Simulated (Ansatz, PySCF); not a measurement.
Species: disodium, Na$_{2}$, charge 0, multiplicity 1. SMILES: [Na][Na]
Geometry: optimised at B3LYP-D3(BJ)/def2-TZVP (Ansatz, a first-principles code).

Property: atomisation energy, in kcal/mol. Conventions: UHF or UKS for open shells; atomisation electronic, to ground-state atoms; no spin-orbit coupling; 6-311+G** with 5d, 6d on Na to Ar in Ansatz; frozen cores in correlated levels; non-relativistic; 6-31G* and kin with 6d, 5d where marked. Ab initio and DFT rows: single points at B3LYP-D3(BJ) geometries (Ansatz). The Hartree-Fock reference of [Na][Na] is unstable towards a lower, spin-broken solution.

| level | program | atomisation energy (kcal/mol) |
|---|---|---|
| HF/3-21G | Ansatz | 0.0 |
| HF/6-31G* | Ansatz | -1.0 |
| HF/6-311+G** | Ansatz | -0.7 |
| PBE/3-21G | Ansatz | 19.0 |
| PBE/6-31G* | Ansatz | 17.8 |
| PBE/def2-SVP | Ansatz | 18.3 |
| B3LYP/6-31G* | Ansatz | 17.0 |
| B3LYP/6-31+G* | Ansatz | 17.1 |
| B3LYP/def2-SVP | Ansatz | 17.5 |
| B3LYP/cc-pVDZ | Ansatz | 17.2 |
| PBE0/6-31G* | Ansatz | 15.9 |
| M06-2X/6-311+G** | PySCF | 20.1 |
| MP2/6-311+G** | Ansatz | 9.9 |
| PBE/def2-TZVPD | Ansatz | 17.8 |
| wB97X-V/def2-TZVPD | Ansatz | 16.0 |

No value to compare with is used here. The 13 habitual levels span -1.0 (HF/6-31G*) to 20.1 kcal/mol (M06-2X/6-311+G**); PBE/def2-TZVPD gives 17.8.

The levels are drawn from those run, B3LYP/6-31G* more often than the rest, none by its result; runs whose electronic state is in doubt are left out.
